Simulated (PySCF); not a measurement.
Gas-phase reaction: 2 AlHCl₂ = 2 AlCl + 2 H + Cl₂

Computed with PySCF and rigid-rotor harmonic-oscillator thermochemistry at 1 bar. † marks an energy on the PBE0/def2-TZVP geometry and frequencies; other levels use their own. CCSD(T) freezes the core. Open shells (unrestricted): H (multiplicity 2); the rest are closed-shell singlets. AlHCl₂: computed as isolated molecules; such fragments, hydroxides, amides, oligomers or adducts are transient or little studied in the gas. CCSD(T) isn't extrapolated to the basis-set limit; its ΔH°(298 K) is 1042.8 kJ in def2-SVP and 1044.4 kJ in def2-TZVPP. The harmonic model lacks anharmonicity and excited electronic states, which grow with temperature; levels with a mode under 35 cm⁻¹ are left out.

```
level                ΔE electronic, kJ  ΔH°(298 K), kJ  ΔS°(298 K), J/K  ΔG°(1800 K), kJ
-------------------  -----------------  --------------  ---------------  ---------------
CCSD(T)/def2-SVP†                 1073            1043              331              433
CCSD(T)/def2-TZVPP†               1074            1044              331              435
PBE/def2-SVP                      1046            1016              331              406
PBE0/def2-SVP†                    1084            1054              331              444
PBE0/def2-TZVP                    1054            1024              331              414
LDA/def2-TZVP†                    1094            1064              331              454
ωB97M-V/def2-TZVP†                1060            1030              331              420
ωB97X-V/def2-TZVP†                1097            1067              331              457
```
ΔH° is lowest at PBE/def2-SVP and highest at ωB97X-V/def2-TZVP†. No reference value is set beside these.
